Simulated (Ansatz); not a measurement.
Geometry optimisation, Ansatz 0.2.0, RKS B3LYP/def2-SVP.

Input file:

```yaml
crystal:
  periodic: [false, false, false]
  atoms:
    - { symbol: Al, position_ang: [0.0, 0.0, 0.0] }
    - { symbol: F, position_ang: [0.0, 0.0, 2.04] }
    - { symbol: H, position_ang: [1.351, 0.0, -0.78] }
    - { symbol: H, position_ang: [-1.351, 0.0, -0.78] }
    - { symbol: S, position_ang: [0.107, -2.427, 0.8072] }
    - { symbol: H, position_ang: [-0.6505, -3.2374, -0.0469] }
    - { symbol: H, position_ang: [0.0529, -1.1996, 1.9334] }
basis:
  gaussian: { orbitals: def2-SVP }
hamiltonian:
  xc: b3lyp
relax:
  f_tol: 0.15
  max_steps: 25
  restrain:
    - { distance: [0, 4], at: 2.26, k: 30.0 }
    - { distance: [6, 1], at: 0.92, k: 30.0 }
    - { distance: [0, 1], at: 2.89, k: 30.0 }
    - { distance: [6, 4], at: 2.6, k: 30.0 }
output:
  orbitals: {}
```

Launched with:

```bash
$ ansatz run input.yaml --threads 1 --pin off --max-ram 2048MiB --backend cpu --events-out ev --progress --plain --runs-dir out
```

Where does it end, and by what steps?

The run converged. The restraints hold the end off the free minimum. After 7 steps the energy has fallen by 1.050 eV (the restraints' own energy left out); Al1 moved furthest, 0.70 Å. Parted: Al1–F2, S5–H7. Joined: F2–H7.

| step | energy less start (eV) | largest force component (eV/Å) | accepted |
| --- | --- | --- | --- |
| 0 | 0.0000 | 2.281 | yes |
| 1 | -0.2537 | 2.580 | yes |
| 2 | -0.4309 | 2.516 | yes |
| 3 | -0.7574 | 1.920 | yes |
| 4 | -0.9726 | 0.696 | yes |
| 5 | -1.0256 | 0.312 | yes |
| 6 | -0.9814 | 2.034 | no |
| 7 | -1.0502 | 0.421 | yes |

```xyz
7
Properties=species:S:1:pos:R:3
Al 0.054 -0.506 -0.476
F -0.029 -0.061 2.368
H 1.382 0.319 -0.668
H -1.382 -0.067 -0.959
S 0.336 -2.581 0.353
H -0.947 -2.984 0.167
H 0.094 -0.984 2.389
```

Whether the end is a true minimum wasn't checked by a vibrational analysis.

Run time: 23 s on 1 thread of Arm Neoverse V1 (shared host), peak memory 0.12 GiB.
